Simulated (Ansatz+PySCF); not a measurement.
A calculation with PySCF 2.14.0.

```python
from pyscf import gto, scf, cc

mol = gto.M(atom="""
Na 0.000000 0.000000 0.000000
Al 1.836580 2.448770 5.301740
""", basis='sto-3g', charge=0, spin=2)
mf = scf.UHF(mol)
mf.kernel()
mycc = cc.CCSD(mf, frozen=6).run()
et = mycc.ccsd_t()
print(mf.e_tot, mycc.e_corr, et, mycc.e_tot + et)
```

The script is written out from the run's settings.

Results

```yaml
Converged: yes
Reference_energy: -398.52679 hartree
CCSD_correlation_energy: -0.06689 hartree
Triples_correction: -0.00179 hartree
Total_energy: -398.59546 hartree
Spin_squared_of_the_determinant: 2.000
```
